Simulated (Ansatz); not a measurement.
# A relaxation, step by step

Si₃H₉, doublet, PBE0-D4/def2-TZVP (Ansatz 0.2.0). Settings:

```yaml
hamiltonian: {xc: pbe0, dispersion: d4}
relax: {f_tol: 0.005, max_steps: 200}
```

Start, a step off a saddle point along its unstable mode:

```xyz
12
angstrom
H -0.2105 0.2925 -0.6388
Si 0.7596 0.9498 0.0473
Si 1.2750 -0.2023 2.0246
Si -1.8304 -0.6271 -1.9183
H 0.2644 2.3231 0.3426
H 1.9556 1.0596 -0.8332
H 2.2995 0.4852 2.8558
H 0.0349 -0.3497 2.8312
H 1.7808 -1.5556 1.6751
H -2.9514 0.3393 -1.8996
H -2.1378 -1.8978 -1.2249
H -1.2396 -0.8171 -3.2618
```

```tsv
step	energy less the last (meV)	largest force component (eV/Å)
1	468.2	2.682
5	75.4	0.023
9	72.4	0.007
13 (rejected trial)	72.4	0.061
17	70.2	0.060
21	61.8	0.120
25 (rejected trial)	47.1	0.288
29	9.1	0.114
33	1.9	0.018
37	1.3	0.015
41	1.1	0.020
45	0.9	0.005
49	0.7	0.016
53	0.4	0.032
57	0.0	0.004
```

Step 41, positions (Å) and forces (eV/Å):

```json
{"atom": "H1", "x": "0.412", "y": "1.245", "z": "-1.312", "Fx": "0.005", "Fy": "-0.002", "Fz": "0.007"}
{"atom": "Si2", "x": "1.103", "y": "1.418", "z": "-0.005", "Fx": "0.005", "Fy": "0.008", "Fz": "0.000"}
{"atom": "Si3", "x": "0.780", "y": "-0.405", "z": "1.428", "Fx": "-0.012", "Fy": "-0.005", "Fz": "0.000"}
{"atom": "Si4", "x": "-1.629", "y": "-1.037", "z": "-1.249", "Fx": "0.000", "Fy": "0.015", "Fz": "-0.018"}
{"atom": "H5", "x": "0.588", "y": "2.658", "z": "0.637", "Fx": "0.002", "Fy": "-0.006", "Fz": "-0.004"}
{"atom": "H6", "x": "2.558", "y": "1.587", "z": "-0.266", "Fx": "-0.005", "Fy": "0.003", "Fz": "-0.002"}
{"atom": "H7", "x": "1.589", "y": "-0.178", "z": "2.659", "Fx": "0.001", "Fy": "0.002", "Fz": "-0.002"}
{"atom": "H8", "x": "-0.646", "y": "-0.534", "z": "1.832", "Fx": "0.005", "Fy": "-0.002", "Fz": "0.000"}
{"atom": "H9", "x": "1.231", "y": "-1.674", "z": "0.799", "Fx": "0.000", "Fy": "0.001", "Fz": "0.000"}
{"atom": "H10", "x": "-2.396", "y": "0.187", "z": "-0.896", "Fx": "0.007", "Fy": "-0.013", "Fz": "-0.003"}
{"atom": "H11", "x": "-2.413", "y": "-2.266", "z": "-0.962", "Fx": "-0.001", "Fy": "-0.001", "Fz": "0.002"}
{"atom": "H12", "x": "-1.176", "y": "-1.000", "z": "-2.664", "Fx": "-0.006", "Fy": "0.000", "Fz": "0.020"}
```

Last step (57):

```
12
angstrom
H 0.6906 1.0765 -1.4347
Si 1.0782 1.3802 -0.0304
Si 0.8065 -0.4640 1.3886
Si -1.6163 -0.9498 -1.2084
H 0.2480 2.5170 0.4512
H 2.5064 1.8003 -0.0251
H 1.5890 -0.2161 2.6342
H -0.6168 -0.6572 1.7776
H 1.3167 -1.7094 0.7566
H -2.2557 0.3520 -0.8846
H -2.4655 -2.0887 -0.7724
H -1.2811 -1.0408 -2.6527
```

Hardware: 8 CPU threads of an Arm Neoverse V1, shared host. Wall time about 110 s.
